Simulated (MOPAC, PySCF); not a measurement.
C2H7N, SMILES `CCN` (C–C–N–H torsion 59°), neutral singlet in the gas phase. 

Cartesian coordinates (Å):
SMILES: CCN
```xyz
10

C     -1.0500     0.1858     0.1711
C      0.2055    -0.3804    -0.4907
N      1.4760     0.0097     0.1195
H     -1.1169    -0.1315     1.2150
H     -1.9560    -0.1499    -0.3406
H     -1.0402     1.2788     0.1538
H      0.2357    -0.0776    -1.5407
H      0.1599    -1.4727    -0.4910
H      1.5784     1.0186     0.1130
H      1.5077    -0.2807     1.0907
```
Charge 0, multiplicity 1.

All levels are single points at this geometry (B3LYP-D3(BJ)/def2-TZVP); Pople sets use spherical d functions. Orbital energies aren't observables, and empty levels follow the basis.

PM3 in MOPAC gives dipole (D) = 1.43.

Question: Estimate the dipole (D) from each of these levels: B3LYP-D3(BJ)/def2-TZVP in PySCF; PBE-D3(BJ)/def2-TZVP in PySCF; B3LYP/3-21G in PySCF; B3LYP/6-311+G** in PySCF; B3LYP/6-31G* in PySCF; BP86/6-31G* in PySCF; M06-2X/6-31G* in PySCF; SVWN5/6-31G* in PySCF; HF/6-31G* in PySCF; HF/STO-3G in PySCF; AM1 in MOPAC; PM7 in MOPAC.

Answer: 
| level | dipole (D) |
|---|---|
| B3LYP-D3(BJ)/def2-TZVP in PySCF | 1.30 |
| PBE-D3(BJ)/def2-TZVP in PySCF | 1.25 |
| B3LYP/3-21G in PySCF | 1.50 |
| B3LYP/6-311+G** in PySCF | 1.42 |
| B3LYP/6-31G* in PySCF | 1.37 |
| BP86/6-31G* in PySCF | 1.34 |
| M06-2X/6-31G* in PySCF | 1.42 |
| SVWN5/6-31G* in PySCF | 1.38 |
| HF/6-31G* in PySCF | 1.51 |
| HF/STO-3G in PySCF | 1.48 |
| AM1 in MOPAC | 1.62 |
| PM7 in MOPAC | 2.12 |
